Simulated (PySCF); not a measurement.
# Name the molecule from its bond curve

A diatomic of charge +1 contains B. Its doublet curve at MN15 in a triple-zeta basis (no relativity, PySCF), in eV from the separated fragments:

(R (Å), E (eV)): (1.046, -3.719), (1.094, -4.594), (1.143, -5.090), (1.179, -5.272), (1.216, -5.328), (1.252, -5.285), (1.301, -5.110), (1.362, -4.756), (1.435, -4.206), (1.532, -3.373)

The fit gives ωe = 1698 cm⁻¹ and the rotational constant Bₑ = 1.633 cm⁻¹.

Q: Which atom is the partner?

A: The minimum lies at 1.217 Å, so the reduced mass is 16.8576 u Å² cm⁻¹/(Bₑ·Re²) = 6.970 u. With B at 11.01 u the partner weighs about 19.0 u: F. The molecule is BF⁺.

The state is the lowest determinant that a PBE0 search found; another state may lie lower at other levels.
